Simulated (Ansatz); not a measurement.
# CH3ClMg: one species, many methods

Aim: compute CH3ClMg with functionals from several rungs and with coupled cluster, and see how far each lands from CCSD(T) at the basis-set limit for the atomisation energy.

Method: functionals in def2-TZVPP, the program's frozen cores in correlated methods; program: Ansatz 0.2.0, Gaussian basis.

The runs, in order: LDA (SPW92), PBE-D4, revPBE-D4, BLYP-D4, r2SCAN-D4, B97M-V, PBE0-D4, B3LYP-D4, r2SCANh-D4, r2SCAN0-D4, HSE06-D4, BHLYP-D4, CAM-B3LYP-D4, LC-ωPBE, ωB97X-V, ωB97M-V, B2PLYP, PBE-QIDH; CCSD(T)/def2-SVP; CCSD(T)/def2-TZVPP; CCSD(T)/def2-QZVPP; extrapolation to the limit; RPA on PBE.

**1. The geometry**

The geometry comes from an earlier relaxation with PBE0-D4 in a triple-zeta def2 set; it is a stationary point.

SMILES `[CH3][Mg][Cl]`, 6 atoms, charge 0, spin multiplicity 1.

Atoms are counted from 1 here; the program's logs count them from 0.

Bond lengths: C1–Mg2 2.067 Å, C1–H4 1.094 Å, C1–H5 1.094 Å, C1–H6 1.094 Å, Mg2–Cl3 2.193 Å. Angles: Mg2–C1–H4 111.4°, Mg2–C1–H5 111.4°, Mg2–C1–H6 111.4°, H4–C1–H5 107.4°, H4–C1–H6 107.4°, H5–C1–H6 107.4°, C1–Mg2–Cl3 180.0°.

**2. LDA**

This LDA is Slater exchange with PW92 correlation.

Input file in.yaml:

```yaml
crystal:
  periodic: [false, false, false]
  atoms:
    - {symbol: C, position_ang: [-0.560262, 0.484291, -0.412031]}
    - {symbol: Mg, position_ang: [0.811577, -0.712725, 0.565761]}
    - {symbol: Cl, position_ang: [2.267213, -1.982714, 1.603332]}
    - {symbol: H, position_ang: [-1.418482, -0.095939, -0.762880]}
    - {symbol: H, position_ang: [-0.115280, 0.971640, -1.284262]}
    - {symbol: H, position_ang: [-0.942765, 1.271549, 0.243880]}
basis:
  gaussian: {orbitals: def2-TZVPP}
hamiltonian: {xc: lda}
output: {orbitals: {seedname: orbitals}}
```

Run with:

```sh
$ ansatz run in.yaml --threads 4 --pin off --events-out ev --progress --plain --max-ram 10444MiB
```

The runs that follow: PBE-D4 (GGA); revPBE-D4 (GGA); BLYP-D4 (GGA); r2SCAN-D4 (meta-GGA); B97M-V (meta-GGA); B3LYP-D4 (hybrid); r2SCANh-D4 (hybrid); r2SCAN0-D4 (hybrid); HSE06-D4 (hybrid); BHLYP-D4 (hybrid); CAM-B3LYP-D4 (range-separated); LC-ωPBE (range-separated); ωB97X-V (range-separated); ωB97M-V (range-separated); B2PLYP (double hybrid); PBE-QIDH (double hybrid); CCSD(T) in def2-SVP; CCSD(T) in def2-TZVPP; CCSD(T) in def2-QZVPP; RPA on PBE orbitals.

**Question.** What will the summary of the whole plan be? Wanted: atomisation energy, CCSD(T)/CBS; farthest beyond LDA; mean size of error, GGA; mean size of error, meta-GGA; mean size of error, hybrid; mean size of error, range-separated; mean size of error, double hybrid; gap, smallest and largest; T1 diagnostic.

The runs gave:

| quantity | value |
| --- | --- |
| atomisation energy, CCSD(T)/CBS | 19.669 eV |
| functionals within 0.098 eV (0.5 %) | PBE-D4, r2SCAN-D4, B97M-V, r2SCANh-D4 |
| farthest beyond LDA | BHLYP-D4 (-0.646 eV) |
| mean size of error, GGA | 0.286 eV |
| mean size of error, meta-GGA | 0.038 eV |
| mean size of error, hybrid | 0.247 eV |
| mean size of error, range-separated | 0.162 eV |
| mean size of error, double hybrid | 0.311 eV |
| gap, smallest and largest | 4.56 eV (BLYP-D4), 11.05 eV (LC-ωPBE) |
| T1 diagnostic | 0.0072 |
| triples share of the correlation energy | 2.9 % |

What this shows: LDA overbinds by 2.026 eV (10 %). PBE-D4 misses by -0.017 eV. Double hybrids carry the basis error of their MP2 part in triple zeta, and no dispersion term here, so their miss is partly the set-up's. Taken by rung, meta-GGA functionals do best (0.038 eV on average) and double hybrid ones worst beyond LDA (0.311 eV). Misses under about 0.098 eV are within the doubt on the reference itself, which lacks core-valence correlation, relativity and higher excitations. Hartree-Fock recovers 76 % of the binding; the rest is correlation. CCSD(T) in def2-SVP is off by -1.206 eV, worse than the median functional, from the basis alone. The gap grows from 4.6 to 11.1 eV across the functionals, mostly with the share of exact exchange. Correlated methods include outer-core shells of Mg, which these sets cover unevenly.
